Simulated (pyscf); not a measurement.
Substitution at O: HO–CH₂–SnH₃ + H• → •H₂C–SnH₃ + H₂O

Gas phase, doublet surface, charge 0. Bonds broken: C1–O9. Bonds formed: O9–H10. Structures and frequencies: ωB97X-D3(BJ)/def2-SVP in PySCF.

Transition state (Å):

```xyz
10

C      0.4316    -0.7471    -0.0341
Sn    -0.2986    -0.1152     1.8715
H      0.1903     1.1616    -1.0058
H     -0.2934    -1.2245    -0.7063
H      1.3507    -1.3418     0.0202
H      1.0047     0.5230     2.7683
H     -1.4575     1.1136     1.5869
H     -1.0414    -1.3832     2.7547
O      0.9875     0.6300    -0.8315
H      1.7875     1.2370    -1.6130
```

One imaginary mode, 1813i cm⁻¹; descent along it reached the two sides named, in the forms told below.

```json
[
 {"bond": "C1–O9", "change": "breaks", "reactant side (Å)": "1.417", "saddle": "1.686", "product side": "3.2"},
 {"bond": "O9–H10", "change": "forms", "reactant side (Å)": "3.0", "saddle": "1.272", "product side": "0.965"}
]
```

Electronic energies relative to the separated reactants (kcal/mol):

| level | barrier | reaction energy | reverse barrier |
|---|---|---|---|
| ωB97X-D3(BJ)/def2-TZVP | 24.0 | -28.9 | 52.9 |
| PBE/def2-TZVP | 13.0 | -26.9 | 40.0 |
| r²SCAN/def2-TZVP | 13.6 | -32.5 | 46.1 |
| B3LYP-D3(BJ)/def2-TZVP | 15.3 | -31.5 | 46.8 |
| PBE0-D3(BJ)/def2-TZVP | 19.0 | -28.5 | 47.5 |
| M06-2X/def2-TZVP | 22.3 | -29.0 | 51.3 |
| ωB97M-D3(BJ)/def2-TZVP | 21.4 | -30.0 | 51.4 |
| HF/def2-TZVP | 40.0 | -35.7 | 75.7 |

With ωB97M-D3(BJ)/def2-TZVP energies and thermal terms (ideal gas, 1 atm, RRHO with modes under 100 cm⁻¹ raised to 100, one conformer, R ln 2 for chiral ones without a mode under 150 cm⁻¹), in kcal/mol:

| T (K) | ΔH‡ | ΔG‡ | ΔH | ΔG |
|---|---|---|---|---|
| 298 | 20.5 | 27.1 | -28.5 | -32.4 |
| 600 | 20.3 | 33.8 | -28.9 | -36.2 |
| 900 | 20.1 | 40.6 | -29.8 | -39.7 |
| 1200 | 19.9 | 47.5 | -31.0 | -42.8 |

On the product side the descent ends in a complex (not fully relaxed), 4.2 kcal/mol under the separated species and 57.0 kcal/mol under the saddle at ωB97X-D3(BJ)/def2-TZVP. HO–CH₂–SnH₃ lies 31.7 kcal/mol over its isomer H₃C–SnH₂–OH (electronic energy, ωB97M-D3(BJ)/def2-TZVP). •H₂C–SnH₃ lies 30.6 kcal/mol over its isomer H₃C–SnH₂• (electronic energy, ωB97M-D3(BJ)/def2-TZVP). This is the saddle that the search found; another between the same sides may lie lower. The angle at the attacked O is 153°. Elements past Kr carry the def2 core potentials, without spin-orbit coupling.
